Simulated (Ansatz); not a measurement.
Cartesian coordinates (Å):
SMILES: S
```xyz
3

S     -0.0235     0.6236     0.0000
H     -0.9586    -0.3484     0.0000
H      0.9821    -0.2752     0.0000
```
Charge 0, spin multiplicity 1.

The numbers are results of frozen-core CCSD(T)/cc-pVTZ // PBE0-D3(BJ)/def2-SVP in Ansatz (a program for electronic structure), not measurements.

```json
{
  "HF energy": "-398.71263 Ha",
  "MP2 correlation energy": "-0.19084 Ha"
}
```

Q: Estimate the CCSD correlation energy, the (T) correction, the total energy and the T1 diagnostic.

A: 
```json
{
  "CCSD correlation energy": "-0.21482 Ha",
  "(T) correction": "-0.00790 Ha",
  "CCSD(T) total energy": "-398.93534 Ha",
  "T1 diagnostic": "0.009"
}
```
